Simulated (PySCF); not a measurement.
C2H2F2.
SMILES: `C=C(F)F`

Linear response at PBE0/aug-cc-pVTZ (PySCF, frozen core in the response, non-relativistic). Geometry: PBE0-D3(BJ)/def2-TZVP; no solvent, vibrations or thermal averaging.

Static isotropic polarisability: 28.27 au (4.19 Å³), principal values 21.9, 26.7, 36.1 au.

**Question.** What is the polarisability at 1064 nm and at the sodium D line?

**Answer.** 28.50 au at 1064 nm (+0.8 %), 29.05 au at 589.3 nm (+2.8 %). The rise at 589.3 nm is 3.38 times that at 1064 nm; a pure ω² law gives 3.26. The lowest singlet lies at 187 nm, shorter than both wavelengths.

**Question.** What is the isotropic C6 coefficient between two such molecules, C6 = (3/π)∫α(iω)² dω?

**Answer.** 372.5 au (Eh·bohr⁶) by a ten-point quadrature over imaginary frequencies, which is 223 eV·Å⁶ or 21.5 J·nm⁶/mol.

**Question.** Which effective excitation energy ω̄ makes London's formula C6 = (3/4)α²ω̄ exact here?

**Answer.** ω̄ = 4·C6/(3α²) = 0.622 Eh = 16.9 eV. A one-pole form α(ω) = α/(1 − ω²/ω̄²) fitted to the 1064 nm value gives 13.0 eV.

**Question.** How anisotropic is the static polarisability, by Δα² = ½[(α1 − α2)² + (α2 − α3)² + (α3 − α1)²]?

**Answer.** Δα = 12.5 au, or 0.44 of the isotropic value.

**Question.** What n − 1 at the D line would an ideal gas of it have at 273.15 K and 1 atm (2.6868 × 10¹⁹ cm⁻³), by n − 1 = 2π·N·α′?

**Answer.** 7.27 × 10⁻⁴, a formal value whether or not that pressure can be reached.

**Question.** The lowest 10 singlets have (eV, f): 6.64, 0.038; 7.52, 0.001; 7.53, 0.218; 7.58, 0.000; 8.25, 0.000; 8.48, 0.084; 8.76, 0.018; 9.11, 0.039; 9.43, 0.060; 9.53, 0.000. What share of the static polarisability do they carry in the sum over states α = Σ f/ω²?

**Answer.** 5.39 au, 19.1 % of α; the largest term, 2.84 au, is that of the state at 7.53 eV. Their oscillator strengths add up to 0.46. Higher states carry the rest.

**Question.** What three-body coefficient follows from the one-pole estimate C9 = (3/4)·α·C6?

**Answer.** 7900 au. This is an estimate from the two numbers above, not a computed integral.

**Question.** How many electrons N does the Slater–Kirkwood formula C6 = (3/4)·√N·α^(3/2) need to give this C6?

**Answer.** N = (4·C6/3)²/α³ = 10.9; the species has 32 electrons in all.

The run took 15 s on one thread of an Arm Neoverse V2, on a shared host, and the process peaked at 0.75 GiB of memory. This is the whole response run at PBE0/aug-cc-pVTZ, SCF included.
